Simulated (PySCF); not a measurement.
Si2H6: core ionisation energies

Compound: disilane, Si2H6.
SMILES with atom numbers: `[SiH3:1][SiH3:2]`

Method: delta-SCF UKS SCAN, pcX-2 on the ionised atom, pcseg-1 elsewhere, spin-free X2C in PySCF. Each binding energy is the total energy of the core-ionised species, with the hole localised on one atom, minus that of the ground state; both are solved self-consistently, so orbital relaxation is included.

Q: List the computed XPS lines with their assignment.

A: 
| atom(s) | bonded to | level | binding energy (eV) | 2p1/2 (eV) | count |
| --- | --- | --- | --- | --- | --- |
| Si1/Si2 | 3 H and Si | Si 1s | 1846.26 | – | 2 |
| Si1/Si2 | 3 H and Si | Si 2p3/2 | 106.60 | 107.22 | 2 |

Q: Express the binding energy of Si 2p3/2 of Si1/Si2 in atomic units and per mole.

A: 106.60 eV = 3.9175 Eh = 10285 kJ/mol.

Q: What is the longest wavelength that can ionise Si 2p3/2 of Si1/Si2 vertically?

A: λ = hc/E = 12398.42 eV Å / 106.60 eV = 116.308 Å.

Atoms equivalent by their bonding share one computed value, that of the first of them. 2p3/2 and 2p1/2 are the ΔSCF energy of one spin-free 2p hole plus the eigenvalues of a spin–orbit and ligand-field matrix of the shell. 2p1/2 minus 2p3/2 (ligand field included): Si 0.62 eV. Isolated species at its GFN2-xTB geometry, gas phase.

The run took 4.3 s of wall time on one thread, Arm Neoverse V1 (shared host).
